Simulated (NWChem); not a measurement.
Species: SiH3 cation

```xyz
4

Si     0.0000     0.0000     0.0000
H      1.1933    -0.8948     0.0000
H     -1.3716    -0.5861     0.0000
H      0.1782     1.4809     0.0000
```
Atoms are numbered in this order, from 1.

Computed with NWChem. Structure relaxed at the PBE-D3(BJ)/def2-SVP level. Hartree-Fock couplings suffer from near triplet instabilities. Isotropic indirect couplings, all four terms, static geometry, non-relativistic.

For level Hartree-Fock/pcJ-1:

```
Item                            Result
------------------------------  ------
J(29Si atom 1, 1H atom 2) (Hz)  -383.3
J(1H atom 2, 1H atom 3) (Hz)      51.0
```

Q: What are these values for level PBE0/pcJ-1?

A: 
* **J(29Si atom 1, 1H atom 2) (Hz)**: -295.5
* **J(1H atom 2, 1H atom 3) (Hz)**: 40.5
